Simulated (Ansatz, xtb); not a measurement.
Two structures of H2MgNaP

We compare I, `[Na][Mg][PH2]`, a singlet, with II, a singlet given by its coordinates. Both are isolated molecules in the gas phase, relaxed with B3LYP-D3(BJ)/6-311G**.

I (Å):

```json
{"atom": "Mg", "x (Å)": "-1.6083", "y (Å)": "-0.2953", "z (Å)": "-1.4572"}
{"atom": "Na", "x (Å)": "-3.6601", "y (Å)": "-1.7706", "z (Å)": "0.1259"}
{"atom": "P", "x (Å)": "0.1470", "y (Å)": "0.9193", "z (Å)": "-2.7976"}
{"atom": "H", "x (Å)": "0.0782", "y (Å)": "2.0318", "z (Å)": "-1.9004"}
{"atom": "H", "x (Å)": "-0.8647", "y (Å)": "1.4593", "z (Å)": "-3.6533"}
```

II (Å):

```tsv
atom	x (Å)	y (Å)	z (Å)
Mg	-0.6476	1.9905	1.1060
Na	1.0435	-1.1156	1.0483
P	-0.0880	0.1016	-1.0678
H	-1.3376	-0.5666	-0.8978
H	0.1613	-0.4213	-2.3758
```

Close contacts (Å): Mg1–Na2 3.54, Mg1–P3 2.93, Na2–P3 2.69, P3–H4 1.43, P3–H5 1.43.

Estimate E(II) − E(I) at the level CCSD(T)/def2-TZVPP.

Calculated at CCSD(T)/def2-TZVPP: E(II) − E(I) = +5.3 kcal/mol, so structure I lies lower.

The same difference at several levels:

| level | geometry | E(II) − E(I) (kcal/mol) | departure from the last row (kcal/mol) | job, with rough time for the two |
| --- | --- | --- | --- | --- |
| B3LYP-D3(BJ)/6-311G** | B3LYP-D3(BJ)/6-311G** | +4.1 | −1.1 | optimisation, 31 s |
| HF/def2-TZVPP | B3LYP-D3(BJ)/6-311G** | +8.4 | +3.1 | part of the CCSD(T) run |
| MP2/def2-TZVPP | B3LYP-D3(BJ)/6-311G** | +5.3 | +0.1 | part of the CCSD(T) run |
| CCSD(T)/def2-TZVPP | B3LYP-D3(BJ)/6-311G** | +5.3 |  | single point, 57 s |

None of the levels shown reverses the order. The largest departure from CCSD(T)/def2-TZVPP is that of HF/def2-TZVPP, 3.1 kcal/mol. Levels run at GFN2-xTB geometries aren't shown.

With harmonic frequencies from B3LYP-D3(BJ)/6-311G** (ideal gas, rigid rotor, one conformer each, 200 K, 1 atm): on the last row, ΔE + ΔZPE = +4.9, ΔH = +5.0, ΔG = +4.6 kcal/mol.

The correlated steps freeze 7 core orbitals; the last core shell of Mg and Na is correlated, in a basis made for valence electrons. Mirror images aren't counted in ΔG. Run with Ansatz 0.2.0; the last row on 1 thread of Arm Neoverse V2 on a shared host.
